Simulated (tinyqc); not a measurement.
Inside a calculation. Method: RHF in the sto-3g basis, for H2F+, spin multiplicity 1. One step of it, computed by the program tinyqc.

Question. Iteration 2: building the Fock matrix. J_ij = sum D_kl (ij|kl), K_ij = sum D_kl (ik|jl); F = H + J - 0.5 K; E = tr D H + tr D J / 2 - 0.25 tr D K + E_nn.

D after iteration 1, lower triangle:
```
            1F 1s      1F 2s    1F 2px     1F 2py    1F 2pz      2H 1s     3H 1s
1F 1s    2.111472
1F 2s   -0.461309   1.951257
1F 2px   0.000000   0.000000  2.000000
1F 2py  -0.000229   0.002221  0.000000   1.433085
1F 2pz   0.048207  -0.284135  0.000000   0.001156  1.766239
2H 1s   -0.028872   0.065585  0.000000   0.358938  0.231180   0.125621
3H 1s   -0.028975   0.064440  0.000000  -0.359146  0.231682  -0.054084  0.126026
```

core Hamiltonian H = T + V (hartree), lower triangle:
```
             1F 1s       1F 2s     1F 2px     1F 2py     1F 2pz      2H 1s      3H 1s
1F 1s   -41.227031
1F 2s    -9.675737  -11.692938
1F 2px    0.000000    0.000000  -9.303668
1F 2py    0.000245    0.002449   0.000000  -9.484495
1F 2pz   -0.017845   -0.210920   0.000000   0.001276  -9.380588
2H 1s    -2.188114   -4.568938   0.000000  -2.393705  -1.629339  -5.947812
3H 1s    -2.229908   -4.631759   0.000000   2.416247  -1.646120  -1.992332  -5.986453
```

Two-electron integrals (ij|kl) in chemists' order, unique and non-zero (hartree):
```
(11|11) 5.403501    (21|11) 0.841920    (21|21) 0.156299    (22|11) 1.268028
(22|21) 0.292344    (22|22) 0.926167    (31|31) 0.027998    (32|31) 0.043169
(32|32) 0.204588    (33|11) 1.264502    (33|21) 0.292403    (33|22) 0.925959
(33|33) 0.997514    (41|41) 0.027998    (42|41) 0.043169    (42|42) 0.204588
(43|43) 0.053770    (44|11) 1.264502    (44|21) 0.292403    (44|22) 0.925959
(44|33) 0.889973    (44|44) 0.997514    (51|51) 0.027998    (52|51) 0.043169
(52|52) 0.204588    (53|53) 0.053770    (54|54) 0.053770    (55|11) 1.264502
(55|21) 0.292403    (55|22) 0.925959    (55|33) 0.889973    (55|44) 0.889973
(55|55) 0.997514    (61|11) 0.192402    (61|21) 0.035380    (61|22) 0.065633
(61|33) 0.065538    (61|41) 0.001197    (61|42) 0.002232    (61|44) 0.065744
(61|51) 0.000781    (61|52) 0.001455    (61|54) 0.000134    (61|55) 0.065626
(61|61) 0.008090    (62|11) 0.449154    (62|21) 0.104780    (62|22) 0.366008
(62|33) 0.360936    (62|41) 0.005904    (62|42) 0.044595    (62|44) 0.371374
(62|51) 0.003849    (62|52) 0.029068    (62|54) 0.006804    (62|55) 0.365371
(62|61) 0.023997    (62|62) 0.172509    (63|31) 0.011422    (63|32) 0.065953
(63|43) 0.009561    (63|53) 0.006232    (63|63) 0.026643    (64|11) 0.241752
(64|21) 0.057167    (64|22) 0.213935    (64|33) 0.204545    (64|41) 0.014274
(64|42) 0.091054    (64|44) 0.229851    (64|51) 0.001859    (64|52) 0.016362
(64|54) 0.010263    (64|55) 0.207172    (64|61) 0.013688    (64|62) 0.123554
(64|64) 0.114583    (65|11) 0.157579    (65|21) 0.037263    (65|22) 0.139448
(65|33) 0.133327    (65|41) 0.001859    (65|42) 0.016362    (65|44) 0.137358
(65|51) 0.012633    (65|52) 0.076617    (65|54) 0.012189    (65|55) 0.147504
(65|61) 0.008922    (65|62) 0.080535    (65|64) 0.057321    (65|65) 0.064007
(66|11) 0.568509    (66|21) 0.134798    (66|22) 0.539656    (66|33) 0.520597
(66|41) 0.010382    (66|42) 0.107400    (66|44) 0.560278    (66|51) 0.006767
(66|52) 0.070005    (66|54) 0.025865    (66|55) 0.537457    (66|61) 0.031125
(66|62) 0.312993    (66|64) 0.260400    (66|65) 0.169735    (66|66) 0.774606
(71|11) 0.196122    (71|21) 0.036062    (71|22) 0.066890    (71|33) 0.066794
(71|41) -0.001218   (71|42) -0.002269   (71|44) 0.067002    (71|51) 0.000795
(71|52) 0.001481    (71|54) -0.000136   (71|55) 0.066883    (71|61) 0.008136
(71|62) 0.023783    (71|64) 0.012376    (71|65) 0.008846    (71|66) 0.030495
(71|71) 0.008404    (72|11) 0.455625    (72|21) 0.106279    (72|22) 0.370974
(72|33) 0.365852    (72|41) -0.005979   (72|42) -0.045068   (72|44) 0.376384
(72|51) 0.003902    (72|52) 0.029411    (72|54) -0.006873   (72|55) 0.370338
(72|61) 0.023670    (72|62) 0.145689    (72|64) 0.071058    (72|65) 0.066006
(72|66) 0.220194    (72|71) 0.024804    (72|72) 0.176886    (73|31) 0.011613
(73|32) 0.066955    (73|43) -0.009672   (73|53) 0.006312    (73|63) 0.021908
(73|73) 0.027389    (74|11) -0.244197   (74|21) -0.057743   (74|22) -0.215945
(74|33) -0.206451   (74|41) 0.014493    (74|42) 0.092251    (74|44) -0.232036
(74|51) -0.001880   (74|52) -0.016508   (74|54) 0.010385    (74|55) -0.209109
(74|61) -0.012260   (74|62) -0.070630   (74|64) -0.012738   (74|65) -0.031246
(74|66) -0.092732   (74|71) -0.014092   (74|72) -0.126166   (74|74) 0.116835
(75|11) 0.159360    (75|21) 0.037683    (75|22) 0.140923    (75|33) 0.134728
(75|41) -0.001880   (75|42) -0.016508   (75|44) 0.138800    (75|51) 0.012840
(75|52) 0.077728    (75|54) -0.012330   (75|55) 0.149086    (75|61) 0.008780
(75|62) 0.065873    (75|64) 0.031360    (75|65) 0.051387    (75|66) 0.110695
(75|71) 0.009197    (75|72) 0.082335    (75|74) -0.058371   (75|75) 0.065481
(76|11) 0.183148    (76|21) 0.043113    (76|22) 0.163394    (76|33) 0.160508
(76|41) 0.000009    (76|42) 0.000100    (76|44) 0.163647    (76|51) 0.002565
(76|52) 0.023026    (76|54) 0.000022    (76|55) 0.165858    (76|61) 0.009773
(76|62) 0.076266    (76|64) 0.047280    (76|65) 0.040551    (76|66) 0.143706
(76|71) 0.009959    (76|72) 0.077116    (76|74) -0.047494   (76|75) 0.040902
(76|76) 0.040417    (77|11) 0.572769    (77|21) 0.135793    (77|22) 0.542955
(77|33) 0.523772    (77|41) -0.010493   (77|42) -0.108107   (77|44) 0.563683
(77|51) 0.006847    (77|52) 0.070549    (77|54) -0.026046   (77|55) 0.540769
(77|61) 0.030141    (77|62) 0.218522    (77|64) 0.092631    (77|65) 0.110099
(77|66) 0.351046    (77|71) 0.031955    (77|72) 0.317787    (77|74) -0.263310
(77|75) 0.171833    (77|76) 0.143706    (77|77) 0.774606
```

nuclear repulsion = 11.17701193 hartree

Give: Coulomb J; exchange K; Fock matrix F; total energy of this density.

Answer.

Coulomb J (hartree), lower triangle:
```
          1F 1s    1F 2s  1F 2px   1F 2py  1F 2pz   2H 1s   3H 1s
1F 1s   20.3960
1F 2s    3.8941   9.6744
1F 2px   0.0000   0.0000  9.6694
1F 2py   0.0000  -0.0002  0.0000   9.6611
1F 2pz  -0.0050   0.0056  0.0000  -0.0001  9.6661
2H 1s    0.8809   3.7538  0.0000   2.1664  1.4181  5.4590
3H 1s    0.8978   3.8053  0.0000  -2.1871  1.4332  1.6578  5.4924
```

exchange K (hartree), lower triangle:
```
          1F 1s    1F 2s  1F 2px   1F 2py  1F 2pz   2H 1s   3H 1s
1F 1s   11.0736
1F 2s    1.9216   3.1345
1F 2px   0.0000   0.0000  2.6255
1F 2py   0.0000  -0.0002  0.0000   2.4444
1F 2pz   0.0021  -0.0494  0.0000  -0.0002  2.5492
2H 1s    0.4548   1.2684  0.0000   0.6900  0.4632  1.0035
3H 1s    0.4634   1.2849  0.0000  -0.6949  0.4669  0.4479  1.0207
```

Fock matrix F (hartree), lower triangle:
```
           1F 1s    1F 2s   1F 2px   1F 2py   1F 2pz    2H 1s    3H 1s
1F 1s   -26.3678
1F 2s    -6.7424  -3.5858
1F 2px    0.0000   0.0000  -0.9470
1F 2py    0.0003   0.0024   0.0000  -1.0456
1F 2pz   -0.0239  -0.1807   0.0000   0.0013  -0.9891
2H 1s    -1.5347  -1.4494   0.0000  -0.5723  -0.4428  -0.9905
3H 1s    -1.5638  -1.4689   0.0000   0.5766  -0.4463  -0.5585  -1.0044
```

total energy of this density = -98.774309 hartree
